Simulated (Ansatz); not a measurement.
# AlHSCl (SMILES [SH][Al][Cl]): UCCSDT/STO-3G

What is the energy change on altering one bond length of AlHSCl at UCCSDT/STO-3G? 

The results are computed with Ansatz 0.2.0.

73 further runs of the same task are left out: 8 that didn't finish, 65 set aside as unsound or not needed.

**1. The molecule**

AlHSCl: 4 atoms, total charge 0, spin state doublet. SMILES: `[SH][Al][Cl]`. The coordinates come from a PBE0-D4/def2-TZVP relaxation.

Bond lengths: S1–Al2 2.193 Å, Al2–Cl3 2.107 Å, S1–H4 1.345 Å. Angles: S1–Al2–Cl3 115.5°, Al2–S1–H4 92.8°.

**2. A single-point energy at UCCSDT/STO-3G**

The input, job.yaml:

```yaml
crystal:
  periodic: [false, false, false]
  atoms:
    - {symbol: S, position_ang: [0.439800, 0.984900, -0.744700]}
    - {symbol: Al, position_ang: [-0.394100, -0.525900, 0.609100]}
    - {symbol: Cl, position_ang: [0.226200, -2.507400, 0.251000]}
    - {symbol: H, position_ang: [-0.216400, 1.988100, -0.135600]}
basis:
  gaussian: {orbitals: STO-3G}
magnetization: {spin_polarized: true, initial_magnetization: 1}
correlation: {method: ccsdt, frozen_orbitals: {Al: 5, Cl: 5, H: 0, S: 5}}
accuracy: high
scf: {omitted_lower_state_checks: [cluster_reference, increment]}
```

Started as:

```sh
$ ansatz run job.yaml --threads 1 --pin off --max-ram 2610MiB --events-out events.jsonl --progress --plain --runs-dir runs
```

Log, shortened:

```text
Warning: RAYON_NUM_THREADS=1 ignored (pool sized by the plan → 1); use --threads N
Functional definition: HF
  name "HF"
[...]
501 factors; integrals over basis functions are off by at most 4.8e-9 eV
[...]
mean field -29590.53649757 eV, -1087.4321590996 hartree, gradient 3.0e-8 eV, S^2 0.758747; 0 other end points of the search recorded, 0 dependent functions left out
15 core orbitals not correlated: weight in the atoms' cores, before any rotation towards them, 0.999 or more for the frozen orbitals, at most 0.000 for the correlated occupied ones
reference -29590.53649757 eV, -1087.4321590996 hartree; 9, 8 occupied and 4, 5 virtual orbitals, 501 factors
second order -1.12841577 eV of doubles, -0.00000000 eV of singles
cycle   1  -1.37500793 eV  change   -2.5e-1 eV  update   6.7e-2
[...]
cycle  26  -1.62167471 eV  change  -3.6e-12 eV  update   1.2e-9
Total energy: -29592.15817228 eV, -1087.4917545461 hartree
Checks for a lower state left out: cluster_reference, increment
```

Wall time 1.2 s (1 thread of Arm Neoverse V1, shared host); peak memory 0.093 GiB.

**3. The distorted shape**

The input, molecule.yaml:

```yaml
crystal:
  periodic: [false, false, false]
  atoms:
    - symbol: S
      position_ang: [0.603860, 0.734084, -0.896985]
    - symbol: Al
      position_ang: [-0.230040, -0.776716, 0.456815]
    - symbol: Cl
      position_ang: [0.390260, -2.758216, 0.098715]
    - symbol: H
      position_ang: [-0.216400, 1.988100, -0.135600]
basis:
  gaussian: {orbitals: STO-3G}
accuracy: high
correlation: {method: ccsdt, frozen_orbitals: {Al: 5, Cl: 5, H: 0, S: 5}}
magnetization: {spin_polarized: true, initial_magnetization: 1}
scf: {omitted_lower_state_checks: [cluster_reference, increment]}
```

Started as:

```sh
$ ansatz run molecule.yaml --threads 1 --pin off --max-ram 2610MiB --events-out events.jsonl --progress --plain --runs-dir runs
```

Log, shortened:

```text
Warning: RAYON_NUM_THREADS=1 ignored (pool sized by the plan → 1); use --threads N
[... 2 set-up lines as earlier in the session ...]
[...]
501 factors; integrals over basis functions are off by at most 9.2e-9 eV
[...]
mean field -29589.07022758 eV, -1087.3782746716 hartree, gradient 9.7e-9 eV, S^2 0.763110; 2 other end points of the search recorded, 0 dependent functions left out
15 core orbitals not correlated: weight in the atoms' cores, before any rotation towards them, 0.999 or more for the frozen orbitals, at most 0.000 for the correlated occupied ones
reference -29589.07022758 eV, -1087.3782746716 hartree; 9, 8 occupied and 4, 5 virtual orbitals, 501 factors
second order -1.43455547 eV of doubles, -0.00000000 eV of singles
cycle   1  -1.79259084 eV  change   -3.6e-1 eV  update   8.1e-2
[...]
cycle  29  -2.15059225 eV  change   2.0e-10 eV  update   1.1e-9
Total energy: -29591.22081983 eV, -1087.4573074788 hartree
Checks for a lower state left out: cluster_reference, increment
```

It took 1.3 s on 1 thread of Arm Neoverse V1, shared host; peak memory 0.094 GiB.

**4. What came out**

At UCCSDT/STO-3G, 15 core orbitals frozen:

| quantity | value |
| --- | --- |
| first shape: total energy | -1087.49175 Eh |
| first shape: correlation energy (15 core orbitals frozen) | -59.6 mEh |
| first shape: ⟨S²⟩ of the reference determinant | 0.759 |
| first shape: T1 diagnostic | 0.014 |
| distorted shape: total energy | -1087.45731 Eh |
| distorted shape: correlation energy (15 core orbitals frozen) | -79.0 mEh |
| distorted shape: ⟨S²⟩ of the reference determinant | 0.763 |
| distorted shape: T1 diagnostic | 0.016 |
| energy change with the S1–H4 bond stretched from 1.345 to 1.681 Å | 0.937 eV |

What this shows: With the S1–H4 bond stretched from 1.345 to 1.681 Å the energy rises by 0.94 eV (21.6 kcal/mol). The first shape isn't relaxed at this level, so the change isn't measured from a minimum. The minimal basis adds a large error of its own.
